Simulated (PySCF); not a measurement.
CH2, SMILES [CH2], multiplicity 3.

The structure is a stationary point at r2SCAN-D4/def2-TZVPD. The isomer is the one that the SMILES or the coordinates give; other isomers of the formula were not compared.

All values below come from TDA-PBE/def2-TZVPD run with PySCF.

Vertical excitations. The molecule is in vacuum.

Computed UV-visible absorptions:
```tsv
state	energy (eV)	λ (nm)	f	main pairs
root 1	5.60	221	0.038	α HOMO→LUMO 100 %
root 2	6.49	191	0.047	α HOMO−1→LUMO 100 %
root 3	7.09	175	0.001	β HOMO→LUMO 98 %
root 4	7.41	167	0.000	α HOMO→LUMO+1 83 %, β HOMO→LUMO+1 17 %
root 5	7.82	159	0.000	α HOMO→LUMO+1 17 %, β HOMO→LUMO+1 82 %
root 6	7.86	158	0.046	α HOMO→LUMO+2 99 %
root 7	8.40	148	0.019	α HOMO−1→LUMO+1 98 %
root 8	8.74	142	0.024	α HOMO−1→LUMO+2 98 %
root 9	8.89	139	0.001	α HOMO→LUMO+3 100 %
root 10	9.33	133	0.000	α HOMO→LUMO+4 100 %
```
Unrestricted roots are not spin-pure.
